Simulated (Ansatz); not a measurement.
A structure relaxed at PBE0-D4/def2-TZVP, charge 0, multiplicity 1:

Cartesian coordinates in Å:
```
C -1.337 -1.503 0.677
C -0.491 -0.524 0.577
C 0.362 0.454 0.468
C 0.981 0.845 -0.827
Cl 0.513 2.515 -1.292
H -2.405 -1.333 0.578
H -1.005 -2.519 0.867
H 0.645 1.023 1.350
H 2.069 0.852 -0.764
H 0.667 0.189 -1.634
```

(1) Give its formula and SMILES.

(2) Summarise the bond lengths by kind.

Answers

(1) C4H5Cl, `C=C=CCCl`.

(2) 3 × C–C 1.298 to 1.488 Å; 5 × C–H 1.085 to 1.090 Å; 1 × C–Cl 1.795 Å.

Results of the Gaussian-basis code of Ansatz.
